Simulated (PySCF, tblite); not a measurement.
**CH₃O₃S radical: geometry, infrared bands and EPR parameters**

What infrared bands and EPR parameters should CH₃O₃S radical (`[CH2]S(=O)(=O)O`) show?

The runs use tblite 0.8.0 and PySCF 2.14.0, with density-fitted response routines of our own; the level of theory stands in each step. All values are computed, except where a source is named. Atoms count from 0, in the outputs and in this text.

### 1 The starting structure

8 atoms, charge 0, multiplicity 2; geometry from: force field or distance geometry start.

Bonds of the start (Å): C0–S1 1.72, S1–O2 1.43, S1–O3 1.44, S1–O4 1.61, C0–H5 1.08, C0–H6 1.07, O4–H7 0.98.

### 2 Geometry optimisation with GFN2-xTB

The job: settings as JSON, then the geometry in Å.

```
{"job": {"kind": "relax", "xc": "GFN2-xTB", "basis": "xTB"}, "charge": 0, "multiplicity": 2}
C      1.198400    -0.230800    -0.331000
S     -0.446700    -0.322900     0.146900
O     -1.272700    -0.628500    -0.976600
O     -0.544400    -1.049400     1.389100
O     -0.700600     1.224800     0.496300
H      1.439500    -0.436000    -1.359000
H      1.940000     0.003600     0.406200
H     -1.604300     1.448600     0.203500
```

Run with:

```console
$ OMP_NUM_THREADS=1 python probes_run.py task.json out
```

This one command runs all jobs of the session in turn.

**Question.** This job is followed by: GFN2-xTB harmonic vibrations, gas phase; UKS B3LYP, pcH-1 on C H O S, non-relativistic, mean-field spin-orbit, GIAO. What will the session give for the following? strongest single infrared mode (GFN2-xTB); zero-point energy (GFN2-xTB); g(iso) (B3LYP); ⟨S²⟩; largest a(iso) (averaged by class); surface potential, 1st and 99th percentile.

**Answer**, as computed:

| quantity | value |
| --- | --- |
| strongest single infrared mode (GFN2-xTB) | 1277 cm⁻¹, 468 km/mol |
| zero-point energy (GFN2-xTB) | 27.6 kcal/mol |
| g(iso) (B3LYP) | 2.00236 |
| ⟨S²⟩ | 0.754 (exact 0.75) |
| largest a(iso) (averaged by class) | 13C on C0, 111.9 MHz |
| surface potential, 1st and 99th percentile | -1.48 V and 3.02 V |

Over 51 steps the energy fell by 0.065 eV; of the close pairs, C0–S1 changed most, 1.716 to 1.743 Å. No mode is imaginary among the 18: a minimum at this level. The strongest single mode, at 1277 cm⁻¹, is spread over several atoms, S1, O2, O3 among them. Unscaled tight-binding wavenumbers are off by several per cent, some by more. Its intensities can rank the bands wrongly. C0 carries the largest spin population, 1.02 e. The isotropic g lies 0.0 ppt above the free-electron value.
